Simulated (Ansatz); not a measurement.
# A relaxation, step by step

CH₄ClS (charge -1), singlet, PBE0-D4/def2-TZVPD (Ansatz 0.2.0). Settings:

```yaml
hamiltonian: {xc: pbe0, dispersion: d4}
relax: {f_tol: 0.005, max_steps: 200}
```

Start, a step off a saddle point along its unstable mode:

Cl1  (-1.301, 0.904, 1.998)
C2  (-0.469, 0.169, 0.603)
S3  (0.898, -1.071, -1.701)
H4  (-0.593, 0.810, -0.324)
H5  (-0.893, -0.860, 0.383)
H6  (0.643, 0.051, 0.815)
H7  (1.715, -0.003, -1.775)
(Å)

| step | energy less the last (meV) | largest force component (eV/Å) |
| --- | --- | --- |
| 1 | 221.0 | 1.644 |
| 2 | 33.0 | 0.775 |
| 3 | 9.5 | 0.226 |
| 4 | 6.3 | 0.292 |
| 5 | 0.6 | 0.062 |
| 6 | 0.1 | 0.011 |
| 7 | 0.1 | 0.005 |
| 8 | 0.0 | 0.007 |
| 9 (rejected trial) | 0.9 | 0.123 |
| 10 | 0.0 | 0.002 |
| 11 | 0.0 | 0.001 |

Step 3, positions (Å) and forces (eV/Å):

```csv
atom,x,y,z,Fx,Fy,Fz
Cl1,-1.329,0.977,2.070,0.030,-0.090,-0.090
C2,-0.514,0.172,0.659,0.143,-0.032,-0.173
S3,1.105,-1.166,-1.989,-0.175,-0.196,0.040
H4,-0.645,0.792,-0.225,-0.008,-0.023,0.096
H5,-0.955,-0.806,0.486,-0.046,0.083,0.101
H6,0.544,0.059,0.880,-0.094,0.033,0.019
H7,1.795,-0.028,-1.882,0.151,0.226,0.007
```

Step 4, positions (Å) and forces (eV/Å):

```csv
atom,x,y,z,Fx,Fy,Fz
Cl1,-1.324,0.967,2.057,-0.038,-0.018,0.031
C2,-0.509,0.161,0.646,0.023,0.056,-0.017
S3,1.036,-1.117,-1.882,0.234,0.274,-0.044
H4,-0.641,0.777,-0.231,-0.031,0.123,-0.105
H5,-0.952,-0.809,0.481,-0.141,-0.152,0.052
H6,0.541,0.049,0.868,0.171,0.009,0.070
H7,1.849,-0.027,-1.938,-0.216,-0.292,0.013
```

Step 6, positions (Å) and forces (eV/Å):

| atom | x | y | z | Fx | Fy | Fz |
| --- | --- | --- | --- | --- | --- | --- |
| Cl1 | -1.347 | 0.946 | 2.068 | -0.006 | 0.006 | 0.011 |
| C2 | -0.508 | 0.169 | 0.650 | -0.004 | 0.003 | 0.006 |
| S3 | 1.052 | -1.128 | -1.905 | 0.002 | 0.002 | -0.001 |
| H4 | -0.645 | 0.801 | -0.220 | 0.001 | -0.001 | -0.005 |
| H5 | -0.953 | -0.804 | 0.484 | 0.001 | -0.005 | -0.004 |
| H6 | 0.545 | 0.067 | 0.886 | 0.004 | -0.003 | -0.003 |
| H7 | 1.856 | -0.051 | -1.962 | 0.002 | -0.002 | -0.003 |

Last step (11):

```xyz
7
angstrom
Cl -1.3577 0.9428 2.0751
C -0.5132 0.1715 0.6572
S 1.0557 -1.1224 -1.9026
H -0.6484 0.8042 -0.2120
H -0.9563 -0.8029 0.4871
H 0.5391 0.0706 0.8953
H 1.8805 -0.0635 -2.0002
```

Hardware: 2 CPU threads of an Intel Xeon Platinum 8259CL, shared host. Wall time about 48 s.
